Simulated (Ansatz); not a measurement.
# Worked example: the interaction energy

The pair of CH4 (SMILES C, atoms 1–5) and C2H6 (SMILES CC, atoms 6–13), both closed shells, in one local arrangement (a lower one may exist), relaxed at PBE0-D4/def2-TZVP:

```
atom    x (Å)    y (Å)    z (Å)
  C1   0.1250   0.0669  -2.3741
  H2   0.1401   0.3260  -3.4325
  H3   1.1107  -0.2875  -2.0730
  H4  -0.6112  -0.7181  -2.2031
  H5  -0.1391   0.9460  -1.7872
  C6  -0.2337   0.7012   1.4710
  C7   0.0774  -0.7848   1.4966
  H8   0.5699   1.2683   0.9951
  H9  -1.1528   0.9062   0.9166
 H10  -0.3635   1.0994   2.4803
 H11  -0.7263  -1.3522   1.9722
 H12   0.9963  -0.9901   2.0511
 H13   0.2071  -1.1812   0.4870
```

Both fragments are computed in the basis of the whole pair.

Ansatz 0.2.0; basis: def2-TZVPPD and def2-QZVPPD; cores frozen in the correlated methods.

Energies in eV:

| quantity | pair | first fragment | second fragment |
| --- | --- | --- | --- |
| Hartree–Fock, triple zeta (X = 3) | -3251.09587 | -1094.29038 | -2156.82623 |
| Hartree–Fock, quadruple zeta (X = 4) | -3251.26471 | -1094.35054 | -2156.93482 |
| MP2 correlation, X = 3 | -15.52912 | -5.40136 | -10.07837 |
| MP2 correlation, X = 4 | -16.42679 | -5.71036 | -10.66497 |
| CCSD(T) correlation, X = 3 | -17.47454 | -6.12639 | -11.29769 |

Question: Work out the interaction energy at the basis limit: extrapolate Hartree–Fock as E(X) = E∞ + A exp(−7.88 √X) and the MP2 correlation as E(X) = E∞ + B X^−2.97 (the exponents that Neese and Valeev fitted for def2-TZVPP and QZVPP, reused here for the diffuse sets), then add CCSD(T) − MP2 in triple zeta.

Answer: Each step is linear, so take the differences first (pair − first fragment − second fragment): Hartree–Fock 0.02074 (X = 3) and 0.02065 (X = 4); MP2 correlation -0.04939 and -0.05146; CCSD(T) correlation -0.05046.
Two points give E∞ = E(4) + w [E(4) − E(3)], with w = 1/(exp(7.88 (2 − √3)) − 1) = 0.1377 for Hartree–Fock and w = 1/((4/3)^2.97 − 1) = 0.7407 for the correlation.
Hartree–Fock: 0.02065 + 0.1377 × (-0.00009) = 0.0206 eV.
MP2 correlation: -0.05146 + 0.7407 × (-0.00207) = -0.0530 eV.
CCSD(T) − MP2: -0.05046 − (-0.04939) = -0.0011 eV.
Sum: 0.0206 + (-0.0530) + (-0.0011) = -0.0335 eV, or -0.77 kcal/mol. Plain CCSD(T) in triple zeta gives -0.0297 eV, so the larger basis shifts the result by -0.0038 eV.

No T1 diagnostic of these runs exceeds 0.008.

For scale, one of the runs: CCSD(T)/def2-TZVPPD, 281 basis functions, launched by `ansatz run in.yaml --threads 4 --pin off --events-out ev --progress --plain --max-ram 9574MiB`. The run took 92 s on 4 CPU threads of an AMD EPYC 7B13 (shared host), with 8.3 GiB of host memory at its peak.
